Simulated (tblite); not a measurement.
Species: C₃H₆NO (doublet state).
Geometry (GFN2-xTB, Å), atoms numbered from 1 in this order:
```xyz
11
C3H6NO angstrom
C     -1.3153    0.0224   -0.4555
C     -0.1898    0.0833    0.5663
N      1.0899    0.4162   -0.0765
C      2.1540   -0.3532   -0.1071
O      2.4043   -1.4336    0.3617
H     -2.2502   -0.2331    0.0365
H     -1.4376    0.9844   -0.9499
H     -1.1014   -0.7320   -1.2088
H     -0.0534   -0.8840    1.0520
H     -0.4053    0.8382    1.3292
H      1.1104    1.2940   -0.5738
```

Method: GFN2-xTB as coded in tblite; computed harmonic values from a numerical Hessian at the method's own geometry, unscaled. This tight-binding method is rough: wavenumbers can miss measured ones by several per cent, in bad cases by 10 to 20. One conformer, not necessarily the lowest. Open shells enter through the occupations alone, without spin polarisation, and single modes of such species can be off by tens of per cent.

Harmonic wavenumbers (cm⁻¹): 47.7, 187.3, 242.3, 289.2, 417.8, 556.6, 667.2, 827.1, 883.6, 1048.4, 1084.2, 1113.6, 1199.0, 1233.7, 1310.2, 1370.6, 1406.7, 1457.1, 1489.6, 1494.1, 1864.4, 2936.3, 3001.7, 3030.4, 3043.7, 3045.6, 3433.1.

A = 14414, B = 2845, C = 2673 MHz; mass 72.045 u (most abundant isotopes); point group C1, symmetry number 1; spin multiplicity 2.

Problem. What is the zero-point energy?

Solution. ½Σν̃ = 19341 cm⁻¹ = 55.30 kcal/mol.

Problem. Give the ideal-gas entropy at 350 K and 1 bar in the rigid-rotor, harmonic-oscillator model (classical rotation).

Solution. Translation 39.56, rotation 25.96, vibration 15.34, spin (R ln 2) 1.38: S = 82.2 cal/(mol K).

Problem. And Cp and H(350 K) − H(0)?

Solution. Cp = 24.30 cal/(mol K), of which vibrations give 16.36 (their classical limit is 27 R = 53.7); H(350 K) − H(0) = 5.60 kcal/mol without the zero-point energy, 2.81 from vibrations.

Problem. Blend soft modes into free rotors: weight 1/[1 + (100 cm⁻¹/ν̃)⁴] for the oscillator and the rest for a rotor with moment μB/(μ + B), μ = h/(8π²ν), B = 10⁻⁴⁴ kg m². What vibrational entropy results?

Solution. 13.93 cal/(mol K) in place of 15.34, which changes −T·S at 350 K by +0.49 kcal/mol.

Problem. Which modes carry the vibrational entropy at 350 K?

Solution. 47.7 cm⁻¹: 5.23; 187.3 cm⁻¹: 2.56; 242.3 cm⁻¹: 2.08; 289.2 cm⁻¹: 1.76; 417.8 cm⁻¹: 1.14; 556.6 cm⁻¹: 0.73 cal/(mol K); the other 21 give 1.86 together.

Problem. How do the functions run with temperature in this model?

Solution. 
| T (K) | S (cal/(mol K)) | Cp (cal/(mol K)) | H − H(0) (kcal/mol) | G − H(0) (kcal/mol) | ln q(vib) |
| --- | --- | --- | --- | --- | --- |
| 100 | 60.7 | 12.6 | 1.01 | -5.06 | 0.82 |
| 200 | 70.9 | 17.1 | 2.50 | -11.68 | 1.95 |
| 300 | 78.7 | 21.8 | 4.44 | -19.16 | 3.09 |
| 500 | 92.1 | 31.2 | 9.78 | -36.28 | 5.42 |
| 800 | 109.1 | 41.1 | 20.74 | -66.54 | 8.88 |
| 1000 | 118.8 | 45.5 | 29.42 | -89.35 | 11.10 |

q(vib) and H(0) count from the zero-point level.

Hindered rotation and anharmonicity are outside this model. Other conformers, if any are populated, would add a mixing term that is left out. The structure is chiral; the term R ln 2 for an equal mix with its mirror image is left out.

The run took 0.4 s of wall time on AMD EPYC, one thread, shared host. The figure is for the frequency step alone.
